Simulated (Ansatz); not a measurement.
# BNHS (quartet): the correlation ladder, cc-pVDZ

The task here is to estimate one member of a computed series from the others.

Method: cc-pVDZ, core rule «outside noble gas», up to 7 orbitals frozen; program: Ansatz 0.2.0, Gaussian basis.

To be run: UHF; CCSD(T) on ROHF; CCSD(T) on UHF; BCCD(T) on ROHF; CISD as a restricted active space (open shells left free, so some higher excitations enter); CCSDT(Q) on ROHF; CCSDT(Q) on UHF.

32 further runs of the same task are left out: 6 for a known fault of the program, 14 that didn't finish, 12 set aside as unsound or not needed. Runs told in other sessions of the task aren't counted.

### The system

The geometry is a PBE0/def2-TZVP stationary point (not a proven minimum).

4 atoms, charge 0, spin multiplicity 4.

Atoms are counted from 1 here; the program's logs count them from 0.

Bond lengths: B1–N2 1.414 Å, B1–H4 1.195 Å, N2–S3 1.539 Å. Angles: N2–B1–H4 123.0°, B1–N2–S3 128.1°.

The first run:

Contents of in.yaml:

```yaml
crystal:
  periodic: [false, false, false]
  atoms:
    - {symbol: B, position_ang: [0.000000, -0.350038, 1.730287]}
    - {symbol: N, position_ang: [0.000000, 0.423569, 0.546386]}
    - {symbol: S, position_ang: [0.000000, -0.071192, -0.910810]}
    - {symbol: H, position_ang: [0.000000, 0.133189, 2.823497]}
basis:
  gaussian: {orbitals: cc-pVDZ}
magnetization: {spin_polarized: true, initial_magnetization: 3}
hamiltonian: {xc: hf}
output: {orbitals: {seedname: orbitals}}
```

Launch:

```
$ ansatz run in.yaml --threads 1 --pin off --events-out ev --progress --plain --max-ram 2393MiB
```

Among the steps run: UHF; CCSD(T) on ROHF; CCSD(T) on UHF; BCCD(T) on ROHF; CISD as a restricted active space (open shells left free, so some higher excitations enter); CCSDT(Q) on ROHF; CCSDT(Q) on UHF.

One of the session's tables, all rows but one given; the rest of the session is left out.

It belongs to the step «Misses and costs». 

```
   method  from UCCSDT(Q) (meV)
     ROHF              +10375.2
      UHF              +10041.3
     RMP2                +967.6
     UMP2               +1161.3
     CISD               +1395.2
    RCCSD                +440.2
    UCCSD                +422.7
 RCCSD(T)                     ?
 UCCSD(T)                 +63.3
  BCCD(T)                 +59.7
   RCCSDT                 +41.3
   UCCSDT                 +38.6
RCCSDT(Q)                  +1.8
UCCSDT(Q)                     0
```

Q: Estimate the row for RCCSD(T) from the others.

The run gave: from UCCSDT(Q) (meV): +60.0. In the column «from UCCSDT(Q) (meV)» it lies between BCCD(T) (+59.7) and UCCSD(T) (+63.3).

With the free atoms at the same levels and basis (separate runs), the atomisation energy is 9.592 eV at UCCSDT(Q), 9.559 eV at RCCSD(T), 9.553 eV at UCCSD(T), 6.333 eV at ROHF.

Limits of these values: Restricted and unrestricted rows rest on different reference determinants; a gap between their highest levels can come from leftover correlation error, from unlike frozen cores or from another state.
